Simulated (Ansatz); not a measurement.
Relaxation of C3H5NO (10 atoms, charge 0, multiplicity 1), to a largest force component of 0.015 eV/Å in at most 40 steps.

Theory: RHF/def2-SVP (Ansatz 0.2.0).

```xyz
10
Properties=species:S:1:pos:R:3
C -0.886 -0.705 0.464
C 0.246 0.110 0.008
O 1.385 -0.018 0.806
C 0.303 1.190 -0.929
N 0.588 0.110 -1.489
H -1.221 -0.353 1.466
H -1.771 -0.490 -0.197
H -0.676 -1.715 0.447
H 2.116 -0.425 0.325
H -0.002 2.245 -0.898
```

**Question.** Where does it end, and by what steps?

**Answer.** The forces met the threshold. After 6 steps the energy has fallen by 0.584 eV; H10 moved furthest, 0.21 Å.

```csv
step,energy less start (eV),largest force component (eV/Å),accepted
0,0.0000,3.333,yes
1,-0.4329,1.324,yes
2,-0.5622,0.535,yes
3,-0.5801,0.263,yes
4,-0.5839,0.072,yes
5,-0.5842,0.034,yes
6,-0.5842,0.013,yes
```

```xyz
10
Properties=species:S:1:pos:R:3
C -0.906 -0.690 0.459
C 0.286 0.100 -0.011
O 1.373 -0.053 0.827
C 0.219 1.251 -0.861
N 0.571 0.215 -1.440
H -1.168 -0.401 1.478
H -1.767 -0.529 -0.188
H -0.663 -1.754 0.465
H 2.073 -0.486 0.359
H 0.066 2.298 -1.086
```

Time of the run: 15 s on 1 thread of Arm Neoverse V1, on a shared host, peak memory 0.17 GiB.
